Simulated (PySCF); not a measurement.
Estimate the missing entries of this data sheet.

Species: C5H11S (charge -1).
Atom-mapped SMILES: `[CH3:1][CH:2]([CH3:3])[C@H:4]([CH3:5])[S-:6]` (hydrogens: H7, H8, H9 on C1; H10 on C2; H11, H12, H13 on C3; H14 on C4; H15, H16, H17 on C5)

Geometry (PBE0-D3(BJ)/def2-SVP, Å), atoms numbered from 1 in this order:
```xyz
17
C5H11S angstrom
C     -1.5092    1.2937   -0.2015
C     -0.4743    0.2899    0.2898
C     -1.0054   -1.1376    0.1462
C      0.8869    0.5274   -0.4064
C      1.9233   -0.5178    0.0065
S      1.5359    2.2003   -0.0958
H     -2.4329    1.2682    0.4042
H     -1.7881    1.0813   -1.2506
H     -1.0429    2.2923   -0.1616
H     -0.2897    0.4984    1.3613
H     -2.0120   -1.2391    0.5895
H     -1.0876   -1.4165   -0.9202
H     -0.3538   -1.8801    0.6325
H      0.6996    0.3872   -1.4963
H      2.0854   -0.4638    1.0972
H      1.6531   -1.5592   -0.2652
H      2.8834   -0.2691   -0.4691
```

```tsv
property	level	value
point group	PBE0-D3(BJ)/def2-SVP	?
rotational constants A, B, C	PBE0-D3(BJ)/def2-SVP	3.793, 2.131, 1.458 GHz
HOMO energy	CAM-B3LYP/pcSseg-1	-0.89 eV
LUMO energy	CAM-B3LYP/pcSseg-1	?
13C chemical shifts (computed TMS as zero) by class	GIAO CAM-B3LYP/pcSseg-1	51.6 (C4), 46.3 (C2), 32.5 (C5), 28.7 (C1), 23.9 (C3) ppm
1H chemical shifts (computed TMS as zero) by class	GIAO CAM-B3LYP/pcSseg-1	1.92 (H14), 1.49 (H7/H8/H9), 1.13 (H15/H16/H17), 0.66 (H11/H12/H13), 0.49 (H10) ppm
isotropic shieldings of nuclei other than C and H, by class	GIAO CAM-B3LYP/pcSseg-1	?
```

The electronic properties come from PySCF, for the isolated species, density fitting. The geometry's basis has no diffuse functions, a weakness for an anion. NMR classes are plain means over equivalent atoms (diastereotopic ones count apart unless rotation or inversion swaps them), as if these changed places fast; in this geometry the members of some classes differ. No diffuse functions stand in pcSseg-1, which bears on an anion's orbital energies.

Problem. Give the LUMO energy.

Solution. 5.95 eV.

Problem. Give the isotropic shieldings of nuclei other than C and H, by class.

Solution. 530 (S6) ppm.

Problem. Give the point group.

Solution. C1.

The rotational constants make it an asymmetric top with κ = (2B − A − C)/(A − C) = -0.42, nearer the prolate limit (−1). With B = h/(8π²I), that is 505.379 GHz u Å² over I, the principal moments of inertia are 133.2, 237.1 and 346.6 u Å² (most abundant isotopes); the inertial defect Ic − Ia − Ib is -23.7 u Å² (zero for a rigid planar frame, negative otherwise).

For the NMR shielding job (CAM-B3LYP/pcSseg-1), time: 40 s. Hardware: an x86-64 server with one thread, shared host.

One conformer stands for the species.
